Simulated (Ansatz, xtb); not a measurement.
Species: C₂H₃O₂, net charge 0, doublet state. It need not be the lowest isomer of its formula. SMILES: CC([O])=O
Coordinates optimised at B3LYP-D3(BJ)/def2-TZVP (Ansatz, an electronic-structure program):
```xyz
7

C     -0.2571     0.1715    -0.0005
O      0.2583     1.2978    -0.0129
O     -1.3300    -0.3709     0.0089
C      1.0547    -0.8686     0.0036
H      1.9946    -0.3339    -0.0052
H      0.9005    -1.4416     0.9132
H      0.8930    -1.4581    -0.8941
```
Charge 0, spin multiplicity 2.

Harmonic wavenumbers from GFN2-xTB (xtb, at its own minimum), cm⁻¹: -10, 329, 479, 603, 620, 876, 877, 1185, 1301, 1384, 1390, 1965, 3055, 3092, 3101.

**Question.** Give the harmonic wavenumbers at B3LYP-D3(BJ)/def2-TZVP (Ansatz, finite differences of forces, unscaled).

**Answer.** 92, 128, 406, 591, 618, 895, 940, 1122, 1316, 1422, 1469, 1718, 3079, 3191, 3222 cm⁻¹. Zero-point energy 28.9 kcal/mol.

**Question.** From these and the geometry, give the ideal-gas thermochemistry at 298.15 K and 1 atm (rigid rotor, harmonic oscillator).

**Answer.** Point group Cs, rotational symmetry number 1. Rotational constants 11.46, 9.938, 5.514 GHz. S(trans) 38.15, S(rot) 23.75, S(vib) 8.81, S(elec, spin only) 1.38, S 72.1 cal/(mol K). H(298) - H(0) 3.75 kcal/mol; G - E(el) 11.1 kcal/mol.
